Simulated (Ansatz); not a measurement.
Cubic perovskite SrTiO₃ (cubic form, which distorts at low temperature), treated with PBEsol (Ansatz, a quantum-chemistry and plane-wave program, plane waves, PAW).

Settings: plane-wave cutoff 520 eV, 6×6×6 k mesh, no spin polarisation, scalar-relativistic PAW data made under PBE.

Computed at the level's own relaxed cell.

Elastic tensor (GPa, Voigt notation, ions relaxed):

```
  350.1   103.8   103.8     0.0     0.0     0.0
  103.8   350.1   103.8     0.0     0.0     0.0
  103.8   103.8   350.1     0.0     0.0     0.0
    0.0     0.0     0.0   114.2     0.0     0.0
    0.0     0.0     0.0     0.0   114.2     0.0
    0.0     0.0     0.0     0.0     0.0   114.2
```

Question: Work out the Voigt, Reuss and Hill averages of the bulk and shear moduli, Young's modulus and Poisson's ratio from the printed constants.

Answer: K_V = [C11 + C22 + C33 + 2(C12 + C13 + C23)]/9 = [1050.3 + 2 × 311.4]/9 = 185.9 GPa. G_V = [1050.3 − 311.4 + 3 × 342.6]/15 = 117.8 GPa. From the compliances S = C⁻¹, K_R = 185.9 and G_R = 117.6 GPa. Hill means: K = 185.9, G = 117.7 GPa. E = 9KG/(3K + G) = 292 GPa, ν = (3K − 2G)/(6K + 2G) = 0.24, K/G = 1.58.

Measured, for comparison: elastic constant C11 318 GPa, elastic constant C12 103 GPa, elastic constant C44 124 GPa (273 K, not corrected to a static lattice; as tabulated in Frostenson et al. (2021), arXiv:2109.07393). Computed (rounded) less measured: elastic constant C11 +10 %, elastic constant C12 +1.0 %, elastic constant C44 -8 %.

Note: the relaxation could not lower the start's symmetry, so the cell can be a saddle point above a distorted one.

Computed values are for the static lattice.
